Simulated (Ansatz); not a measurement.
Input for Ansatz (development build ahead of 0.2.0):

```yaml
crystal:
  periodic: [false, false, false]
  atoms:
    - { symbol: Si, position_ang: [-0.49594, -0.33171, 1.09976] }
    - { symbol: Si, position_ang: [0.4922, 0.34098, -1.10672] }
    - { symbol: H, position_ang: [0.62027, -0.62121, 1.99415] }
    - { symbol: H, position_ang: [-1.29399, 0.79388, 1.57415] }
    - { symbol: H, position_ang: [-1.31658, -1.51312, 0.8542] }
    - { symbol: H, position_ang: [-0.62195, 0.61971, -2.00594] }
    - { symbol: H, position_ang: [1.3093, 1.52555, -0.86901] }
    - { symbol: H, position_ang: [1.294, -0.78473, -1.57276] }
basis:
  gaussian: { orbitals: def2-SVP }
total_charge: 1
magnetization:
  spin_polarized: true
  initial_magnetization: 1
hamiltonian:
  xc: hf
correlation:
  method: mp2
  frozen_orbitals: { H: 0, Si: 5 }
output:
  forces: true
```

The input is written out in the form of the current development build from the run's settings.

Output:

```
Converged                       : yes
Reference energy                : -580.81642 hartree
Correlation energy              : -0.18827 hartree
Total energy                    : -581.00469 hartree
Spin squared of the determinant : 0.755
Stability test                  : minimum
```

Forces (eV/Å):
```
atom      Fx      Fy      Fz
 Si1  -0.898  -0.619   2.011
 Si2   0.899   0.604  -2.010
  H3   0.645   0.074  -0.260
  H4  -0.025   0.574  -0.406
  H5  -0.030  -0.239  -0.658
  H6  -0.660  -0.068   0.253
  H7   0.034   0.256   0.662
  H8   0.034  -0.583   0.408
```
